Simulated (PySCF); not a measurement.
How methods differ on the ionisation energy of Ar

Ar [Ar] (1S) → Ar⁺ [Ne] 3s2 3p5 (2P), as a difference of total energies. Calculation: PySCF 2.14, in x2c-QZVPPall with one added diffuse shell each of s, p, d, f type (10s7p5d3f1g, 86 functions); the spin-free X2C one-electron Hamiltonian (Gaussian nucleus). Correlated levels: valence and next inner shell: 1s2 frozen. The calculations carry no spin-orbit coupling.

| method | ionisation energy (eV) |
| --- | --- |
| UHF | 14.529 |
| MP2 (valence and next inner shell) | 15.825 |
| SCS-MP2 (valence and next inner shell) | 15.730 |
| CCSD (valence and next inner shell) | 15.642 |
| CCSD(T) (valence and next inner shell) | 15.705 |

Errors of the correlated levels include the incompleteness of this basis and the frozen core.

Task: Which method comes closest to the reference value, and which is furthest?

Result: The reference is 15.819 eV (measured; NIST levels, between the centres of gravity of the two terms). Closest: MP2 (valence and next inner shell) (error 0.006 eV); furthest: UHF (error -1.290 eV).
